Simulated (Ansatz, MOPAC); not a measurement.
Reaction (SMILES): O(C)C [methoxymethane] + O (H2O) → 2 CO (CH4O)

Wanted: bond separation energy (enthalpy at 298 K), in kcal/mol. Conventions: non-relativistic; spin-orbit terms left out; no dispersion term unless named. First-principles rows: single points at B3LYP-D3(BJ) geometries (Ansatz, a quantum-chemistry and plane-wave program), with unscaled harmonic terms from B3LYP/6-31G* at its own minima. Semi-empirical rows: MOPAC heats of formation at their own minima for 298 K.

| species | coefficient | E at HF/STO-3G (Ansatz), Eh | E at B3LYP/def2-TZVPD (Ansatz), Eh | H(298 K) - E, kcal/mol | heat of formation at PM3 (MOPAC), kcal/mol |
|---|---|---|---|---|---|
| COC | -1 | -152.13236 | -155.09514 | 53.68 | -48.35 |
| CO (CH4O) | +2 | -113.54716 | -115.77809 | 34.95 | -51.90 |
| O (H2O) | -1 | -74.96339 | -76.46681 | 15.65 | -53.43 |

Measured values: Active Thermochemical Tables 1.112 (ions: stationary electron), as tabulated in the package chemicals; they hold spin-orbit and core effects, anharmonicity.  Value to compare with, the measured value: 5.8 kcal/mol. 1 Eh = 627.5095 kcal/mol.

Q: Compute it at each level from the table, and compare with the measured value.

A: 
- HF/STO-3G: the sum of coefficient times E is 0.00143 Eh, or 0.90 kcal/mol; the thermal terms add 0.57. Result: 1.5 kcal/mol. Its error against the measured value is -4.3 kcal/mol.
- B3LYP/def2-TZVPD: the sum of coefficient times E is 0.00577 Eh, or 3.62 kcal/mol; the thermal terms add 0.57. Result: 4.2 kcal/mol. Its error against the measured value is -1.6 kcal/mol.
- PM3: the sum of coefficient times heat of formation is -2.02 kcal/mol; it needs no thermal term. Its error against the measured value is -7.8 kcal/mol.
